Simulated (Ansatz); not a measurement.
**A substitution series on C: F to Cl**

On one C centre that keeps CH3, n of the F ligands are replaced by Cl. The HOMO–LUMO gap y in eV at wB97M-V/def2-TZVPP. Shapes, held fixed at every level: PBE0-D4/def2-TZVP. Programs: Ansatz 0.2.0.

| molecule | n | y (eV) |
| --- | --- | --- |
| C2H3F3 | 0 | 16.15 |
| C2H3ClF2 | 1 | ? |
| C2H3Cl2F | 2 | 13.22 |
| C2H3Cl3 | 3 | 12.54 |

Problem. Fit y = c + s·n to the known rows and predict C2H3ClF2.

Solution. 
1. Means of the 3 rows: n = 1.66667, y = 13.970.
2. Σ(Δn)² = 4.6667, Σ(Δn·Δy) = -5.79, so the slope is -5.79/4.6667 = -1.2407.
3. Intercept: 13.970 − (-1.2407) × 1.66667 = 16.038. The largest residual of the fit is 0.34.
4. C2H3ClF2: 16.038 + (-1.2407) × 1 = 14.80 eV.

The run gave 14.39 eV, so the prediction is off by +0.41 eV, about the scatter of the fit. The step per swap changes from -1.76 to -0.68 eV along the series, so a line misses the bend. Other levels give for C2H3ClF2: SPW92/def2-TZVPP 7.05; PBE-D4/def2-TZVPP 7.15; wB97X-V/def2-TZVPP 14.70 eV. Orbital gaps aren't excitation energies, and the LUMO depends on the basis.
